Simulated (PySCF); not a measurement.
Basis set benchmark on one molecule

Molecule: butyric acid (C(CCC)(=O)O, C$_{4}$H$_{8}$O$_{2}$).

Molfile (atoms numbered from 1):
```
C4H8O2
     RDKit          3D

 14 13  0  0  0  0  0  0  0  0999 V2000
   -1.9662   -0.3137    0.6149 C   0  0  0  0  0  0  0  0  0  0  0  0
   -0.6585    0.4390    0.4390 C   0  0  0  0  0  0  0  0  0  0  0  0
    0.3806   -0.3590   -0.3270 C   0  0  0  0  0  0  0  0  0  0  0  0
    1.7030    0.3455   -0.4535 C   0  0  0  0  0  0  0  0  0  0  0  0
    1.9956    1.3891    0.0681 O   0  0  0  0  0  0  0  0  0  0  0  0
    2.5596   -0.3365   -1.2287 O   0  0  0  0  0  0  0  0  0  0  0  0
   -2.7054    0.2905    1.1615 H   0  0  0  0  0  0  0  0  0  0  0  0
   -2.4108   -0.5826   -0.3570 H   0  0  0  0  0  0  0  0  0  0  0  0
   -1.8199   -1.2494    1.1788 H   0  0  0  0  0  0  0  0  0  0  0  0
   -0.8338    1.3931   -0.0844 H   0  0  0  0  0  0  0  0  0  0  0  0
   -0.2386    0.7184    1.4184 H   0  0  0  0  0  0  0  0  0  0  0  0
    0.0365   -0.6134   -1.3441 H   0  0  0  0  0  0  0  0  0  0  0  0
    0.5760   -1.3326    0.1571 H   0  0  0  0  0  0  0  0  0  0  0  0
    3.3820    0.1767   -1.2431 H   0  0  0  0  0  0  0  0  0  0  0  0
  1  2  1  0
  2  3  1  0
  3  4  1  0
  4  5  2  0
  4  6  1  0
  1  7  1  0
  1  8  1  0
  1  9  1  0
  2 10  1  0
  2 11  1  0
  3 12  1  0
  3 13  1  0
  6 14  1  0
M  END
```

Geometry PBE0-D3(BJ)/def2-SVP throughout; GIAO in PySCF 2.14.0 with density-fitted response routines, gas phase, one conformer, non-relativistic; equivalent atoms averaged; functional PBE0.

Reference values (measured; solution, not stated per compound (mostly CDCl3 or CCl4); Pretsch, Buehlmann, Badertscher, Structure Determination of Organic Compounds, 4th ed. (2009)): δ(C3) = 36.2 ppm, δ(C2) = 18.7 ppm, δ(C1) = 13.7 ppm, δ(H12/H13) = 2.31 ppm, δ(H10/H11) = 1.68 ppm, δ(H7/H8/H9) = 1.00 ppm. Computed shifts are taken against TMS, calculated as an isolated molecule at each level.

How do the basis sets STO-3G, 6-31G, pcSseg-0, 6-31G*, def2-SVP, cc-pVDZ, pcSseg-1, 6-311+G(2d,p), aug-cc-pVDZ, def2-TZVP, IGLO-III, cc-pVTZ, pcSseg-2 perform against the reference? Times are CPU seconds on shared hosts with different chips, so compare them loosely.

## Answers


```
    basis set  functions    C3    C2    C1  H12/H13  H10/H11  H7/H8/H9  mean abs. error C  mean abs. error H  core-s
       STO-3G         38  29.4  23.8  20.1     1.88     1.25      0.84                6.1               0.34     1.7
        6-31G         70  35.0  18.6  15.1     2.48     1.77      1.04                0.9               0.10     3.3
     pcSseg-0         70  37.9  18.5  16.5     2.53     1.61      1.15                1.6               0.15     7.9
       6-31G*        100  32.8  18.7  14.7     2.16     1.69      0.93                1.5               0.08     4.5
     def2-SVP        124  33.4  18.6  14.4     1.96     1.36      0.80                1.2               0.29     5.2
      cc-pVDZ        124  35.3  21.2  15.8     1.98     1.46      0.85                1.8               0.23      16
     pcSseg-1        142  35.4  19.8  15.1     2.10     1.48      0.97                1.1               0.15     9.4
6-311+G(2d,p)        210  35.1  19.8  14.1     2.24     1.58      0.89                0.9               0.09      12
  aug-cc-pVDZ        210  35.0  21.0  14.5     2.28     1.66      0.98                1.4               0.02      32
    def2-TZVP        234  35.8  20.6  14.9     2.22     1.60      0.89                1.2               0.09      14
     IGLO-III        290  36.8  20.9  15.0     2.28     1.63      0.91                1.4               0.06      52
      cc-pVTZ        292  35.5  20.4  14.9     2.22     1.60      0.91                1.2               0.09      53
     pcSseg-2        328  37.1  21.2  15.5     2.25     1.61      0.93                1.7               0.07      66
```

For ¹³C the closest is 6-311+G(2d,p) (0.9 ppm, with 6-31G, pcSseg-1 practically level) and the furthest STO-3G (6.1 ppm).

For ¹H the closest is aug-cc-pVDZ (0.02 ppm) and the furthest STO-3G (0.34 ppm). Where a smaller basis beats a larger one, errors probably cancel; the largest sets show where the functional converges. One molecule is a small sample, and vibrational and solvent effects are absent from the calculation.

A small basis that lands close on one nucleus may do so by chance; judge by the trend and by all nuclei.
